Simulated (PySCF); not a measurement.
Frontier levels across methods

C₅H₇F.
Cartesian coordinates in Å at the PBE0-D3(BJ)/def2-SVP level; atoms count from 1:
```xyz
13
C5H7F angstrom
C     -1.8676    0.0004    0.3771
C     -0.7445    0.3139   -0.5987
C      0.5934   -0.0672   -0.1085
C      1.3658   -0.5661    0.8271
C      2.0361   -0.0669   -0.3757
F      2.7255    1.1268   -0.3166
H     -1.7235    0.5351    1.3280
H     -2.8442    0.2958   -0.0336
H     -1.9068   -1.0763    0.6026
H     -0.7169    1.3918   -0.8362
H     -0.9113   -0.1857   -1.5698
H      1.4792   -1.0068    1.8153
H      2.5244   -0.7108   -1.1228
```

Basis pcSseg-1 throughout (PySCF), one geometry. The structure is a single PBE0-D3(BJ)/def2-SVP conformer in the gas phase; no vibrational or solvent corrections.

Problem. How do the orbital energies, the gap and the dipole change with the method?

Solution. 
```
   method                    kind  HOMO (eV)  LUMO (eV)  gap (eV)  μ (D)  SCF cycles
     BLYP                     GGA      -6.38      -0.77      5.61   2.42          15
     OPBE                     GGA      -6.46      -0.79      5.67   2.43          15
      PBE                     GGA      -6.49      -0.91      5.58   2.43          15
    B97-D                     GGA      -6.52      -0.81      5.71   2.47          15
      KT2                     GGA      -6.61      -0.88      5.73   2.46          15
     BP86                     GGA      -6.61      -1.01      5.61   2.45          15
      KT3                     GGA      -6.62      -0.84      5.78   2.44          15
      LDA                     LDA      -6.67      -1.16      5.51   2.51          15
    B97-2           global hybrid      -7.64       0.09      7.73   2.56          12
    B3LYP           global hybrid      -7.66      -0.09      7.57   2.54          13
     PBE0           global hybrid      -7.89       0.15      8.04   2.56          13
 mPW1PW91           global hybrid      -7.92       0.13      8.05   2.57          13
BHandHLYP           global hybrid      -8.91       1.33     10.24   2.67          12
CAM-B3LYP  range-separated hybrid      -9.21       1.35     10.56   2.58          12
  wB97X-D  range-separated hybrid      -9.74       1.99     11.73   2.59          12
       HF            Hartree–Fock     -10.42       4.18     14.60   2.78          10
  LC-wPBE  range-separated hybrid     -10.60       2.53     13.14   2.57          12
```

The HOMO spans 4.22 eV, from BLYP down to LC-wPBE, and the gap runs from 5.51 eV (LDA) to 14.60 eV (HF). Over the methods BLYP (0 %), OPBE (0 %), PBE (0 %), B97-D (0 %), KT2 (0 %), BP86 (0 %), KT3 (0 %), LDA (0 %), B97-2 (21 %), B3LYP (20 %), PBE0 (25 %), mPW1PW91 (25 %), BHandHLYP (50 %), HF (100 %), a straight line through the gap against the share of exact exchange rises by 0.90 eV for each 10 % (correlation coefficient 0.999). The dipole ranges from 2.42 D (BLYP) to 2.78 D (HF). This basis has no diffuse functions.
